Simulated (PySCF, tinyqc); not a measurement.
Worked calculation: coupled-perturbed Hartree-Fock on RHF in the sto-3g basis, for BH, spin multiplicity 1. The lowest restricted solution is unstable here: a spin-polarised one lies 0.0139 hartree lower (PySCF). Computed by tinyqc, a small Python program that keeps every step (integrals from PySCF). Settings: charge = 0, multiplicity = 1, basis = sto-3g, method = RHF, energy threshold = 1e-10, iteration cap = 70, orthogonalisation = canonical, start = Wolfsberg-Helmholz matrix, DIIS depth = 6. Command: `OMP_NUM_THREADS=1 python tinyqc.py 31441 31442 out.jsonl` (the two numbers bound the seeds that draw the settings). One thread of a shared host (Intel(R) Xeon(R) Processor @ 2.60GHz), about 0.1 s of CPU time with the checks. Later iterations appear only in the table of the cycle.

## One-electron integrals

Geometry (angstrom):
```
atom       x       y       z
B     0.0000  0.0000  0.0000
H     0.0000  0.0000  1.0820
```

Basis sto-3g: exponents (1/bohr^2) and contraction coefficients of normalised primitives:
```
element  l (shell)  exponent  coefficient
B            s (1)   48.7911       0.1543
B            s (1)    8.8874       0.5353
B            s (1)    2.4053       0.4446
B            s (2)    2.2370      -0.1000
B            s (2)    0.5198       0.3995
B            s (2)    0.1691       0.7001
B            p (3)    2.2370       0.1559
B            p (3)    0.5198       0.6077
B            p (3)    0.1691       0.3920
H            s (1)    3.4253       0.1543
H            s (1)    0.6239       0.5353
H            s (1)    0.1689       0.4446
```

Overlap, kinetic and nuclear-attraction integrals over the contracted functions; the nuclear repulsion is the sum of Za Zb / Rab.

nuclear repulsion = 2.445366 hartree

overlap S, order 1B 1s, 1B 2s, 1B 2px, 1B 2py, 1B 2pz, 2H 1s:
$$\begin{pmatrix}
1.0000 & 0.2693 & 0.0000 & 0.0000 & 0.0000 & 0.0851 \\
0.2693 & 1.0000 & 0.0000 & 0.0000 & 0.0000 & 0.5328 \\
0.0000 & 0.0000 & 1.0000 & 0.0000 & 0.0000 & 0.0000 \\
0.0000 & 0.0000 & 0.0000 & 1.0000 & 0.0000 & 0.0000 \\
0.0000 & 0.0000 & 0.0000 & 0.0000 & 1.0000 & 0.5219 \\
0.0851 & 0.5328 & 0.0000 & 0.0000 & 0.5219 & 1.0000
\end{pmatrix}$$

kinetic energy T (hartree), order 1B 1s, 1B 2s, 1B 2px, 1B 2py, 1B 2pz, 2H 1s:
$$\begin{pmatrix}
10.8263 & -0.0480 & 0.0000 & 0.0000 & 0.0000 & -0.0108 \\
-0.0480 & 0.3592 & 0.0000 & 0.0000 & 0.0000 & 0.1178 \\
0.0000 & 0.0000 & 1.1239 & 0.0000 & 0.0000 & 0.0000 \\
0.0000 & 0.0000 & 0.0000 & 1.1239 & 0.0000 & 0.0000 \\
0.0000 & 0.0000 & 0.0000 & 0.0000 & 1.1239 & 0.2875 \\
-0.0108 & 0.1178 & 0.0000 & 0.0000 & 0.2875 & 0.7600
\end{pmatrix}$$

nuclear attraction V (hartree), order 1B 1s, 1B 2s, 1B 2px, 1B 2py, 1B 2pz, 2H 1s:
$$\begin{pmatrix}
-23.6365 & -3.2711 & 0.0000 & 0.0000 & -0.0225 & -1.0525 \\
-3.2711 & -4.2347 & 0.0000 & 0.0000 & -0.1825 & -2.1113 \\
0.0000 & 0.0000 & -4.1574 & 0.0000 & 0.0000 & 0.0000 \\
0.0000 & 0.0000 & 0.0000 & -4.1574 & 0.0000 & 0.0000 \\
-0.0225 & -0.1825 & 0.0000 & 0.0000 & -4.2989 & -2.0088 \\
-1.0525 & -2.1113 & 0.0000 & 0.0000 & -2.0088 & -3.6176
\end{pmatrix}$$

core Hamiltonian H = T + V (hartree), order 1B 1s, 1B 2s, 1B 2px, 1B 2py, 1B 2pz, 2H 1s:
$$\begin{pmatrix}
-12.8102 & -3.3191 & 0.0000 & 0.0000 & -0.0225 & -1.0633 \\
-3.3191 & -3.8755 & 0.0000 & 0.0000 & -0.1825 & -1.9935 \\
0.0000 & 0.0000 & -3.0335 & 0.0000 & 0.0000 & 0.0000 \\
0.0000 & 0.0000 & 0.0000 & -3.0335 & 0.0000 & 0.0000 \\
-0.0225 & -0.1825 & 0.0000 & 0.0000 & -3.1751 & -1.7213 \\
-1.0633 & -1.9935 & 0.0000 & 0.0000 & -1.7213 & -2.8575
\end{pmatrix}$$

## Two-electron integrals

Functions are numbered as in S; the eight-fold symmetry (ij|kl) = (ji|kl) = (kl|ij) leaves the list below.

Two-electron integrals (ij|kl) in chemists' order, unique and non-zero (hartree):
```
(11|11) 2.9235   (21|11) 0.5184   (21|21) 0.1093   (22|11) 0.7442
(22|21) 0.1932   (22|22) 0.5448   (31|31) 0.0203   (32|31) 0.0300
(32|32) 0.1203   (33|11) 0.7425   (33|21) 0.1932   (33|22) 0.5447
(33|33) 0.5868   (41|41) 0.0203   (42|41) 0.0300   (42|42) 0.1203
(43|43) 0.0316   (44|11) 0.7425   (44|21) 0.1932   (44|22) 0.5447
(44|33) 0.5235   (44|44) 0.5868   (51|51) 0.0203   (52|51) 0.0300
(52|52) 0.1203   (53|53) 0.0316   (54|54) 0.0316   (55|11) 0.7425
(55|21) 0.1932   (55|22) 0.5447   (55|33) 0.5235   (55|44) 0.5235
(55|55) 0.5868   (61|11) 0.1644   (61|21) 0.0345   (61|22) 0.0609
(61|33) 0.0606   (61|44) 0.0606   (61|51) 0.0026   (61|52) 0.0046
(61|55) 0.0616   (61|61) 0.0112   (62|11) 0.3341   (62|21) 0.0877
(62|22) 0.2651   (62|33) 0.2582   (62|44) 0.2582   (62|51) 0.0097
(62|52) 0.0544   (62|55) 0.2787   (62|61) 0.0294   (62|62) 0.1662
(63|31) 0.0096   (63|32) 0.0425   (63|53) 0.0107   (63|63) 0.0204
(64|41) 0.0096   (64|42) 0.0425   (64|54) 0.0107   (64|64) 0.0204
(65|11) 0.2905   (65|21) 0.0774   (65|22) 0.2469   (65|33) 0.2337
(65|44) 0.2337   (65|51) 0.0171   (65|52) 0.0896   (65|55) 0.2730
(65|61) 0.0275   (65|62) 0.1822   (65|65) 0.2161   (66|11) 0.4770
(66|21) 0.1276   (66|22) 0.4305   (66|33) 0.4048   (66|44) 0.4048
(66|51) 0.0190   (66|52) 0.1349   (66|55) 0.4814   (66|61) 0.0439
(66|62) 0.3280   (66|65) 0.3939   (66|66) 0.7746
```

## Orthogonalisation

S = U s U^T; canonical form X = U s^(-1/2), so that X^T S X = 1. Each column of U has its largest component positive (the first on a tie).

eigenvalues of S: [0.2457, 0.7960, 1.0000, 1.0000, 1.1610, 1.7973]

X, order 1B 1s, 1B 2s, 1B 2px, 1B 2py, 1B 2pz, 2H 1s:
$$\begin{pmatrix}
0.2231 & 0.8098 & 0.0000 & 0.0000 & 0.5882 & 0.1887 \\
-1.0661 & -0.5507 & 0.0000 & 0.0000 & 0.4068 & 0.3997 \\
0.0000 & 0.0000 & -0.4836 & 0.8753 & 0.0000 & 0.0000 \\
0.0000 & 0.0000 & 0.8753 & 0.4836 & 0.0000 & 0.0000 \\
-0.9663 & 0.5077 & 0.0000 & 0.0000 & -0.5651 & 0.3291 \\
1.3965 & -0.1985 & 0.0000 & 0.0000 & -0.1744 & 0.5027
\end{pmatrix}$$

Within a degenerate level the vectors are fixed only up to a rotation; this is one choice.

## Starting guess

The start is the generalised Wolfsberg-Helmholz matrix (K = 1.75) built on H; D = 2 C_occ C_occ^T.

D at the start, order 1B 1s, 1B 2s, 1B 2px, 1B 2py, 1B 2pz, 2H 1s:
$$\begin{pmatrix}
2.1044 & -0.3426 & 0.0000 & 0.0000 & 0.2050 & -0.2449 \\
-0.3426 & 1.2971 & 0.0000 & 0.0000 & -0.6969 & 0.4999 \\
0.0000 & 0.0000 & 0.0000 & 0.0000 & 0.0000 & 0.0000 \\
0.0000 & 0.0000 & 0.0000 & 0.0000 & 0.0000 & 0.0000 \\
0.2050 & -0.6969 & 0.0000 & 0.0000 & 1.4449 & 0.3149 \\
-0.2449 & 0.4999 & 0.0000 & 0.0000 & 0.3149 & 0.5184
\end{pmatrix}$$

## Iteration 1: building the Fock matrix

J_ij = sum D_kl (ij|kl), K_ij = sum D_kl (ik|jl); F = H + J - 0.5 K; E = tr D H + tr D J / 2 - 0.25 tr D K + E_nn.

Coulomb J (hartree), order 1B 1s, 1B 2s, 1B 2px, 1B 2py, 1B 2pz, 2H 1s:
$$\begin{pmatrix}
8.5189 & 1.7315 & 0.0000 & 0.0000 & -0.0045 & 0.5489 \\
1.7315 & 3.5413 & 0.0000 & 0.0000 & 0.0230 & 1.7542 \\
0.0000 & 0.0000 & 3.4785 & 0.0000 & 0.0000 & 0.0000 \\
0.0000 & 0.0000 & 0.0000 & 3.4785 & 0.0000 & 0.0000 \\
-0.0045 & 0.0230 & 0.0000 & 0.0000 & 3.6545 & 1.6642 \\
0.5489 & 1.7542 & 0.0000 & 0.0000 & 1.6642 & 2.9463
\end{pmatrix}$$

exchange K (hartree), order 1B 1s, 1B 2s, 1B 2px, 1B 2py, 1B 2pz, 2H 1s:
$$\begin{pmatrix}
5.9294 & 1.0961 & 0.0000 & 0.0000 & 0.0090 & 0.3539 \\
1.0961 & 1.3206 & 0.0000 & 0.0000 & -0.0780 & 0.8315 \\
0.0000 & 0.0000 & 0.2791 & 0.0000 & 0.0000 & 0.0000 \\
0.0000 & 0.0000 & 0.0000 & 0.2791 & 0.0000 & 0.0000 \\
0.0090 & -0.0780 & 0.0000 & 0.0000 & 1.3912 & 0.7960 \\
0.3539 & 0.8315 & 0.0000 & 0.0000 & 0.7960 & 1.2446
\end{pmatrix}$$

Fock matrix F (hartree), order 1B 1s, 1B 2s, 1B 2px, 1B 2py, 1B 2pz, 2H 1s:
$$\begin{pmatrix}
-7.2559 & -2.1356 & 0.0000 & 0.0000 & -0.0315 & -0.6913 \\
-2.1356 & -0.9945 & 0.0000 & 0.0000 & -0.1205 & -0.6550 \\
0.0000 & 0.0000 & 0.3054 & 0.0000 & 0.0000 & 0.0000 \\
0.0000 & 0.0000 & 0.0000 & 0.3054 & 0.0000 & 0.0000 \\
-0.0315 & -0.1205 & 0.0000 & 0.0000 & -0.2162 & -0.4551 \\
-0.6913 & -0.6550 & 0.0000 & 0.0000 & -0.4551 & -0.5335
\end{pmatrix}$$

total energy of this density = -24.666140 hartree

## Iteration 1: diagonalisation and new density

Diagonalise F' = X^T F X, C = X C', fill 3 alpha and 3 beta electrons from the bottom; D = 2 C_occ C_occ^T. Each column has its largest component positive (the first on a tie).

F' = X^T F X (hartree):
$$\begin{pmatrix}
0.7951 & -0.3083 & 0.0000 & 0.0000 & -0.1192 & -0.1183 \\
-0.3083 & -3.0198 & 0.0000 & 0.0000 & -3.1018 & -1.4649 \\
0.0000 & 0.0000 & 0.3054 & 0.0000 & 0.0000 & 0.0000 \\
0.0000 & 0.0000 & 0.0000 & 0.3054 & 0.0000 & 0.0000 \\
-0.1192 & -3.1018 & 0.0000 & 0.0000 & -3.5614 & -1.6525 \\
-0.1183 & -1.4649 & 0.0000 & 0.0000 & -1.6525 & -1.4782
\end{pmatrix}$$

orbital energies (hartree): MO1 -7.2616, MO2 -0.6360, MO3 -0.1960, MO4 0.3054, MO5 0.3054, MO6 0.8293

coefficients C, order 1B 1s, 1B 2s, 1B 2px, 1B 2py, 1B 2pz, 2H 1s:
$$\begin{pmatrix}
0.9913 & -0.1898 & -0.2114 & 0.0000 & 0.0000 & 0.1541 \\
0.0339 & 0.4543 & 0.7964 & 0.0000 & 0.0000 & -0.9609 \\
0.0000 & 0.0000 & 0.0000 & 0.9550 & 0.2966 & 0.0000 \\
0.0000 & 0.0000 & 0.0000 & -0.2966 & 0.9550 & 0.0000 \\
0.0099 & 0.2797 & -0.6309 & 0.0000 & 0.0000 & -1.0690 \\
-0.0104 & 0.5576 & -0.2171 & 0.0000 & 0.0000 & 1.3837
\end{pmatrix}$$

D after iteration 1, order 1B 1s, 1B 2s, 1B 2px, 1B 2py, 1B 2pz, 2H 1s:
$$\begin{pmatrix}
2.1269 & -0.4419 & 0.0000 & 0.0000 & 0.1802 & -0.1404 \\
-0.4419 & 1.6836 & 0.0000 & 0.0000 & -0.7501 & 0.1602 \\
0.0000 & 0.0000 & 0.0000 & 0.0000 & 0.0000 & 0.0000 \\
0.0000 & 0.0000 & 0.0000 & 0.0000 & 0.0000 & 0.0000 \\
0.1802 & -0.7501 & 0.0000 & 0.0000 & 0.9529 & 0.5858 \\
-0.1404 & 0.1602 & 0.0000 & 0.0000 & 0.5858 & 0.7164
\end{pmatrix}$$

Within a degenerate level the vectors are fixed only up to a rotation; this is one choice.

## Iteration 6 (converged): orbitals

converged F (hartree), order 1B 1s, 1B 2s, 1B 2px, 1B 2py, 1B 2pz, 2H 1s:
$$\begin{pmatrix}
-7.3294 & -2.1447 & 0.0000 & 0.0000 & -0.0255 & -0.6963 \\
-2.1447 & -1.0406 & 0.0000 & 0.0000 & -0.0909 & -0.6385 \\
0.0000 & 0.0000 & 0.2694 & 0.0000 & 0.0000 & 0.0000 \\
0.0000 & 0.0000 & 0.0000 & 0.2694 & 0.0000 & 0.0000 \\
-0.0255 & -0.0909 & 0.0000 & 0.0000 & -0.1803 & -0.4453 \\
-0.6963 & -0.6385 & 0.0000 & 0.0000 & -0.4453 & -0.5131
\end{pmatrix}$$

As before.

F' = X^T F X (hartree):
$$\begin{pmatrix}
0.7964 & -0.3731 & 0.0000 & 0.0000 & -0.0847 & -0.1220 \\
-0.3731 & -3.0722 & 0.0000 & 0.0000 & -3.1200 & -1.4670 \\
0.0000 & 0.0000 & 0.2694 & 0.0000 & 0.0000 & 0.0000 \\
0.0000 & 0.0000 & 0.0000 & 0.2694 & 0.0000 & 0.0000 \\
-0.0847 & -3.1200 & 0.0000 & 0.0000 & -3.6037 & -1.6841 \\
-0.1220 & -1.4670 & 0.0000 & 0.0000 & -1.6841 & -1.4631
\end{pmatrix}$$

orbital energies (hartree): MO1 -7.3344, MO2 -0.6199, MO3 -0.2438, MO4 0.2694, MO5 0.2694, MO6 0.8554

coefficients C, order 1B 1s, 1B 2s, 1B 2px, 1B 2py, 1B 2pz, 2H 1s:
$$\begin{pmatrix}
0.9920 & -0.2035 & -0.2058 & 0.0000 & 0.0000 & 0.1395 \\
0.0312 & 0.5138 & 0.8170 & 0.0000 & 0.0000 & -0.9125 \\
0.0000 & 0.0000 & 0.0000 & 0.3224 & 0.9466 & 0.0000 \\
0.0000 & 0.0000 & 0.0000 & 0.9466 & -0.3224 & 0.0000 \\
0.0079 & 0.2422 & -0.5863 & 0.0000 & 0.0000 & -1.1030 \\
-0.0084 & 0.5330 & -0.3341 & 0.0000 & 0.0000 & 1.3700
\end{pmatrix}$$

D after iteration 6, order 1B 1s, 1B 2s, 1B 2px, 1B 2py, 1B 2pz, 2H 1s:
$$\begin{pmatrix}
2.1355 & -0.4835 & 0.0000 & 0.0000 & 0.1584 & -0.0961 \\
-0.4835 & 1.8649 & 0.0000 & 0.0000 & -0.7087 & 0.0013 \\
0.0000 & 0.0000 & 0.0000 & 0.0000 & 0.0000 & 0.0000 \\
0.0000 & 0.0000 & 0.0000 & 0.0000 & 0.0000 & 0.0000 \\
0.1584 & -0.7087 & 0.0000 & 0.0000 & 0.8050 & 0.6498 \\
-0.0961 & 0.0013 & 0.0000 & 0.0000 & 0.6498 & 0.7916
\end{pmatrix}$$

Within a degenerate level the vectors are fixed only up to a rotation; this is one choice.

## Convergence

Stop when the energy changes by less than 1e-10 hartree and every element of the error matrix X^T (F D S - S D F) X is below 3e-06.

Course of the cycle:
```
iteration  E (hartree)     change  largest element of the error matrix
1           -24.666140          -                             2.85e-01
2           -24.736542  -7.04e-02                             7.98e-02
3           -24.741930  -5.39e-03                             7.06e-03
4           -24.741968  -3.87e-05                             6.23e-04
5           -24.741969  -3.23e-07                             3.84e-06
6           -24.741969  -1.18e-11                             4.98e-07
```

PySCF RHF in the same basis = -24.741969 hartree

Converged in 6 iterations.

## Populations, bond orders and dipole

Mulliken: Z minus the diagonal of D S on the atom; Loewdin: the same with S^(1/2) D S^(1/2); Mayer order: 2 sum_s sum (D(s) S)_ij (D(s) S)_ji over the two atoms.

Charges (e):
```
atom  Mulliken  Loewdin
1B      0.1233   0.0976
2H     -0.1233  -0.0976
```

Mayer bond orders:
```
pair   order
2-1   0.9848
```

dipole moment about the origin, x y z (debye): [0.0000, 0.0000, 1.2011]

## Integrals over molecular orbitals

(pq|rs) = sum C_ip C_jq C_kr C_ls (ij|kl), one index at a time.

one-electron integrals over orbitals h = C^T H C (hartree):
$$\begin{pmatrix}
-12.7962 & 0.2601 & 0.2503 & 0.0000 & 0.0000 & -0.1585 \\
0.2601 & -3.2065 & -0.0879 & 0.0000 & 0.0000 & 0.4505 \\
0.2503 & -0.0879 & -2.9867 & 0.0000 & 0.0000 & -0.1677 \\
0.0000 & 0.0000 & 0.0000 & -3.0335 & 0.0000 & 0.0000 \\
0.0000 & 0.0000 & 0.0000 & 0.0000 & -3.0335 & 0.0000 \\
-0.1585 & 0.4505 & -0.1677 & 0.0000 & 0.0000 & -2.4379
\end{pmatrix}$$

Two-electron integrals over orbitals (pq|rs), unique and non-zero (hartree):
```
(11|11) 2.8900    (21|11) -0.2239   (21|21) 0.0293    (22|11) 0.6104
(22|21) 0.0011    (22|22) 0.6207    (31|11) -0.2205   (31|21) 0.0227
(31|22) -0.0213   (31|31) 0.0354    (32|11) 0.0700    (32|21) -0.0081
(32|22) -0.0745   (32|31) 0.0029    (32|32) 0.0513    (33|11) 0.7079
(33|21) -0.0173   (33|22) 0.4129    (33|31) 0.0047    (33|32) 0.0451
(33|33) 0.5881    (41|41) 0.0217    (42|41) 0.0185    (42|42) 0.0580
(43|41) 0.0191    (43|42) 0.0417    (43|43) 0.0665    (44|11) 0.7420
(44|21) -0.0089   (44|22) 0.4685    (44|31) -0.0075   (44|32) 0.0344
(44|33) 0.5142    (44|44) 0.5868    (51|51) 0.0217    (52|51) 0.0185
(52|52) 0.0580    (53|51) 0.0191    (53|52) 0.0417    (53|53) 0.0665
(54|54) 0.0316    (55|11) 0.7420    (55|21) -0.0089   (55|22) 0.4685
(55|31) -0.0075   (55|32) 0.0344    (55|33) 0.5142    (55|44) 0.5235
(55|55) 0.5868    (61|11) 0.1487    (61|21) -0.0248   (61|22) -0.0144
(61|31) -0.0060   (61|32) 0.0112    (61|33) 0.0251    (61|44) 0.0040
(61|55) 0.0040    (61|61) 0.0311    (62|11) -0.1835   (62|21) 0.0039
(62|22) 0.0189    (62|31) 0.0105    (62|32) -0.0503   (62|33) -0.0421
(62|44) -0.0871   (62|55) -0.0871   (62|61) 0.0034    (62|62) 0.1228
(63|11) 0.0748    (63|21) -0.0049   (63|22) -0.0582   (63|31) 0.0076
(63|32) 0.0429    (63|33) 0.0783    (63|44) 0.0303    (63|55) 0.0303
(63|61) 0.0112    (63|62) -0.0488   (63|63) 0.0663    (64|41) -0.0128
(64|42) -0.0383   (64|43) -0.0174   (64|64) 0.0348    (65|51) -0.0128
(65|52) -0.0383   (65|53) -0.0174   (65|65) 0.0348    (66|11) 0.6924
(66|21) -0.0039   (66|22) 0.6040    (66|31) -0.0200   (66|32) -0.0609
(66|33) 0.4603    (66|44) 0.4868    (66|55) 0.4868    (66|61) -0.0081
(66|62) 0.0269    (66|63) -0.0418   (66|66) 0.6318
```

## Response to a field: uncoupled start

dipole integrals <a|y|i> (bohr), order a4, a5, a6:
$$\begin{pmatrix}
0.1134 & 0.6540 & 0.5975 \\
-0.0386 & -0.2227 & -0.2035 \\
0.0000 & 0.0000 & 0.0000
\end{pmatrix}$$

Field along y; U_ai = -mu_ai / (e_a - e_i), alpha = -4 sum U_ai mu_ai.

uncoupled U, order a4, a5, a6:
$$\begin{pmatrix}
-0.0149 & -0.7354 & -1.1643 \\
0.0051 & 0.2504 & 0.3965 \\
0.0000 & 0.0000 & 0.0000
\end{pmatrix}$$

uncoupled polarisability = 5.2594 bohr^3

## Coupled step 1

U_ai = -(mu_ai + sum_bj [4 (ai|bj) - (ab|ij) - (aj|bi)] U_bj) / (e_a - e_i); alpha = -4 sum U_ai mu_ai.

U after step 1, order a4, a5, a6:
$$\begin{pmatrix}
-0.0001 & -0.8591 & -1.7461 \\
0.0000 & 0.2925 & 0.5946 \\
0.0000 & 0.0000 & 0.0000
\end{pmatrix}$$

polarisability = 7.1646 bohr^3

## Coupled step 2

As before.

U after step 2, order a4, a5, a6:
$$\begin{pmatrix}
0.0072 & -0.8417 & -2.0827 \\
-0.0025 & 0.2866 & 0.7092 \\
0.0000 & 0.0000 & 0.0000
\end{pmatrix}$$

polarisability = 8.0081 bohr^3

## Coupled polarisability

Repeat until U stops changing; compare with -d2E/dF2.

Course of the coupled iterations:
```
step  alpha (bohr^3)
0             5.2594
1             7.1646
2             8.0081
3             8.4519
4             8.7145
5             8.8802
6             8.9882
7             9.0595
8             9.1068
9             9.1384
10            9.1594
11            9.1735
...              ...
34            9.2016
35            9.2016
36            9.2016
37            9.2016
38            9.2016
39            9.2016
40            9.2016
41            9.2016
42            9.2016
43            9.2016
44            9.2016
45            9.2016
```

coupled polarisability = 9.2016 bohr^3

finite-field check, fields of +/-0.001 au = 9.2016 bohr^3
